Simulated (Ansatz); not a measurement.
## HGeMg, quartet: breathe scan

Starting geometry (PBE0/def2-TZVP stationary point for this spin, not checked as a minimum):

```xyz
3

Ge    0.0000    0.0000    0.3153
Mg    0.0000    0.0000   -2.1792
H     0.0000    0.0000    1.8639
```

From there all distances are scaled together; atoms are numbered as listed. Energies are in eV, counted from the starting geometry at the same level.

Basis 6-31G (Cartesian d functions); Ansatz 0.2.0. Only valence electrons are correlated (noble-gas cores and the filled d shells of p-block atoms frozen). Prefix R: restricted or restricted open-shell reference; prefix U: unrestricted. Active spaces: valence = (7e, 9o) chosen from the atoms' valence shells. No spin–orbit coupling is included, and no scalar relativity. The metal's outer-core shells are frozen, which leaves out core–valence correlation.

Unrestricted rows (U) aren't spin-pure: their determinants' ⟨S²⟩ exceeds S(S+1) by up to 0.23, so they mix in states of higher spin. Runs in a small pair space aren't shown, since their orbitals change along the scan.

Full CI is exact within this basis and frozen core; it isn't the basis-set limit. The frozen core follows each run's orbitals, which can shift R against U totals by a few meV for light atoms and by up to 0.1 eV past Ca.

| scale of all distances | full CI | unpaired electrons (full CI) | error UHF | error UMP2 | error UCCSD | error BCCD(T) | error MRCISD (valence space) | error MRCISD+Q (valence space) |
| --- | --- | --- | --- | --- | --- | --- | --- | --- |
| 0.888 | 0.910 | 3.02 | -0.123 | -0.068 | -0.013 | -0.006 | 0.000 | 0.000 |
| 1.000 | 0.000 | 3.03 | 0.000 | 0.000 | 0.000 | 0.000 | 0.000 | 0.000 |
| 1.142 | 0.288 | 3.06 | 0.214 | 0.125 | 0.028 | 0.014 | 0.002 | 0.002 |
| 1.305 | 1.166 | 3.15 | 0.438 | 0.419 | 0.052 | 0.033* | 0.002 | 0.001 |
| 1.514 | 1.854 | 3.14 | 0.175 | 0.189 | -0.018 | -0.001 | 0.004 | 0.005 |
| 1.760 | 2.030 | 3.12 | 0.056 | 0.115 | -0.042 | -0.015 | -0.007 | -0.003 |
| 1.962 | 2.075 | 3.12 | 0.034 | 0.104 | -0.046 | -0.016 | -0.010 | -0.006 |
| 2.375 | 2.110 | 3.12 | 0.021 | 0.102 | -0.048 | -0.017 | -0.012 | -0.008 |

An asterisk marks runs whose energy the program itself flagged as in doubt.

Unpaired electrons are Σ n²(2−n)² over natural occupations. Errors are those of relative energies. In total energy the starting point itself misses full CI by: UHF 1.539, UMP2 0.505, UCCSD 0.052, BCCD(T) 0.019, MRCISD (valence space) 0.017, MRCISD+Q (valence space) 0.007 eV.

Spread of the error over the points with a reference, to 2.375 (largest less smallest): MRCISD+Q (valence space) 0.012, MRCISD (valence space) 0.016, BCCD(T) 0.051, UCCSD 0.100, UMP2 0.487, UHF 0.560 eV.

Going outwards, the relative energy of UHF first misses by more than 0.043 eV (1 kcal/mol) at 1.142.

Going outwards, the relative energy of UCCSD first misses by more than 0.043 eV (1 kcal/mol) at 1.305.

MRCISD+Q (valence space) stays parallel to the reference within 0.012 eV over the points shown. UHF is close again at 2.375 (0.021 eV) but misses by 0.438 eV at 1.305, where its determinant is a mixture of spins (⟨S²⟩ 3.98).
